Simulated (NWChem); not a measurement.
Correlation energy of ethylamine (C$_{2}$H$_{7}$N)

SMILES: CCN
```xyz
10

C      1.1899     0.4470     0.0113
C      0.0408    -0.5497    -0.1004
N     -1.2484     0.1290     0.0017
H      2.1650    -0.0508    -0.1121
H      1.0940     1.2331    -0.7539
H      1.1922     0.9402     0.9989
H      0.1907    -1.3575     0.6509
H      0.0857    -1.0440    -1.0869
H     -2.0130    -0.5374    -0.1092
H     -1.3597     0.5299     0.9348
```
Charge 0, spin multiplicity 1.

The numbers come from NWChem runs, not from measurements. All single points use one geometry, from B3LYP/def2-SVP, a minimum by its harmonic frequencies. It is one conformer; others weren't searched.

Basis set: STO-3G. Each correlation energy counts from its own Hartree-Fock reference.

The correlated methods keep 3 core orbitals frozen. No row is a measurement; the coupled-cluster row has its own basis-set and correlation limits.

**Question.** For the correlation energy, MP2 gives -150.1 mHa and SCS-MP2 gives -167.7 mHa. What do CR-CCSD[T], CR-CCSD(T), CCSD give?

**Answer.** CR-CCSD[T]: -202.4 mHa; CR-CCSD(T): -202.4 mHa; CCSD: -201.4 mHa.
